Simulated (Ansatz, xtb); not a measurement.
# CH5OSi: where a starting geometry ends

The starting geometry of this gas-phase doublet was built from a drawn formula by distance geometry and a force field; its bonds are those of `[CH2][OH+][SiH2-]`.

```xyz
8

C    -1.3125   -2.6714   -0.7933
O    -0.2643   -1.7603   -0.7876
Si    1.0380   -2.1402    0.2418
H    -1.2211   -3.4820   -1.5210
H    -2.2061   -2.3703   -0.3222
H     0.1418   -1.5320   -1.6308
H     2.0420   -1.0608    0.0812
H     1.6414   -3.3703   -0.3679
```

Problem. Where would you expect an optimisation with r2SCAN-D4/def2-SVP to take it?

Solution. It rearranges to `OC[SiH2]`. Contacts that open: O2–Si3 (1.70 → 2.74 Å). Contacts that close: C1–Si3 (2.62 → 1.91 Å).

The energy falls by 3.11 eV over 16 steps:

```tsv
step	E − E(last) (eV)
1	3.107
3	2.045
4	2.003
6	1.734
8	0.772
9	0.311
11	0.062
13	0.030
14	0.001
16	0.000
```

Final geometry (Å):

```json
{"atom": "C", "x (Å)": "-0.7972", "y (Å)": "-2.4313", "z (Å)": "-0.6498"}
{"atom": "O", "x (Å)": "-0.6049", "y (Å)": "-1.4816", "z (Å)": "-1.6931"}
{"atom": "Si", "x (Å)": "0.8355", "y (Å)": "-2.6661", "z (Å)": "0.3167"}
{"atom": "H", "x (Å)": "-1.1919", "y (Å)": "-3.3975", "z (Å)": "-1.0232"}
{"atom": "H", "x (Å)": "-1.5690", "y (Å)": "-2.0165", "z (Å)": "0.0186"}
{"atom": "H", "x (Å)": "0.0129", "y (Å)": "-1.8682", "z (Å)": "-2.3289"}
{"atom": "H", "x (Å)": "1.2912", "y (Å)": "-1.3647", "z (Å)": "0.8985"}
{"atom": "H", "x (Å)": "1.8825", "y (Å)": "-3.1614", "z (Å)": "-0.6386"}
```

From the same start GFN2-xTB reaches the same bonding as this run.

No frequencies were run, so the end isn't proven a minimum. Open shells are spin-unrestricted. Run with Ansatz 0.2.0, 100 s on 1 thread of Intel(R) Xeon(R) Platinum 8259CL CPU @ 2.50GHz (Skylake/Cascade Lake), with other jobs on the host.
